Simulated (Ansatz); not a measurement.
Geometry optimisation, Ansatz 0.2.0, RHF/def2-SVP.

The input (input.yaml):

```yaml
crystal:
  periodic: [false, false, false]
  atoms:
    - { symbol: "N", position_ang: [-0.69158, 0.47902, -0.52414] }
    - { symbol: C, position_ang: [0.35977, -0.52717, -0.1379] }
    - { symbol: S, position_ang: [1.48342, 0.21201, 1.09043] }
    - { symbol: H, position_ang: [-1.29355, 0.13429, -1.28606] }
    - { symbol: H, position_ang: [-0.22734, 1.34752, -0.83156] }
    - { symbol: H, position_ang: [-1.28238, 0.71328, 0.28698] }
    - { symbol: H, position_ang: [0.95518, -0.76288, -1.02012] }
    - { symbol: H, position_ang: [-0.11614, -1.42738, 0.24459] }
    - { symbol: H, position_ang: [0.81261, -0.16868, 2.17778] }
total_charge: 1
basis:
  gaussian: { orbitals: def2-SVP }
hamiltonian:
  xc: hf
relax:
  f_tol: 0.015
  max_steps: 40
```

Launched with:

```bash
$ ansatz run input.yaml --threads 1 --pin off --max-ram 2048MiB --backend cpu --events-out ev --progress --plain --runs-dir out
```

Problem. Where does it end, and by what steps?

Solution. The run converged. Limits of this set-up: the dipole of an ion depends on the origin. After 4 steps the energy has fallen by 0.044 eV; S3 moved furthest, 0.06 Å.

```
step  energy less start (eV)  largest force component (eV/Å)  accepted
   0                  0.0000                           0.654       yes
   1                 -0.0379                           0.278       yes
   2                 -0.0436                           0.044       yes
   3                 -0.0440                           0.024       yes
   4                 -0.0440                           0.011       yes
```

```xyz
9
Properties=species:S:1:pos:R:3
N -0.684 0.477 -0.519
C 0.380 -0.516 -0.120
S 1.514 0.159 1.095
H -1.276 0.122 -1.266
H -0.266 1.346 -0.839
H -1.286 0.715 0.263
H 0.942 -0.746 -1.021
H -0.127 -1.413 0.223
H 0.803 -0.143 2.184
```

Time of the run: 6.7 s on 1 CPU thread of a shared host.
